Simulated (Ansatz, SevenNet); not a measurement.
For zinc-blende InP, the machine-learned potential SevenNet-l3i5 (trained on PBE and PBE+U data) gives:

- equilibrium lattice constant a: 5.955 Å
- zone-centre TO phonon frequency: 331 cm⁻¹
- elastic constant C11: 106 GPa
- elastic constant C44: 42.4 GPa
- Voigt–Reuss–Hill shear modulus: 37.5 GPa

Task: What does B3LYP (VWN-RPA form) (Ansatz, an electronic-structure program, plane waves, PAW) give for the same quantities?

Result: 
- lattice constant a: 5.985 Å (grows by 0.5 %)
- zone-centre TO phonon frequency: 287 cm⁻¹ (falls by 13 %)
- elastic constant C11: 92.2 GPa (falls by 13 %)
- elastic constant C44: 45.7 GPa (goes up by 7.8 %)
- Voigt–Reuss–Hill shear modulus: 35.2 GPa (shrinks by 6.1 %)

For comparison: lattice constant a 5.858 Å (measured, static lattice: zero-point anharmonic expansion removed; as tabulated in Mejia-Rodriguez and Trickey (2018), arXiv:1807.09216); zone-centre TO phonon frequency 307 cm⁻¹ (measured, temperature not stated, not corrected to a static lattice; as tabulated in Ioffe Institute, NSM Archive: InP, mechanic properties page); elastic constant C11 101 GPa (measured, temperature not stated, no zero-point or thermal correction; as tabulated in Oses et al. (2018), arXiv:1811.08464); elastic constant C44 45.6 GPa (measured, temperature not stated, no zero-point or thermal correction; as tabulated in Oses et al. (2018), arXiv:1811.08464).

Changes are worked out from the printed values.

Unless a cell is named, each level is at its own relaxed cell (SevenNet-l3i5 26.39, B3LYP (VWN-RPA form) 26.80 Å³/atom).

Ansatz's density-functional and Hartree–Fock values are scalar-relativistic unless marked +SOC, with PAW data made under PBE.
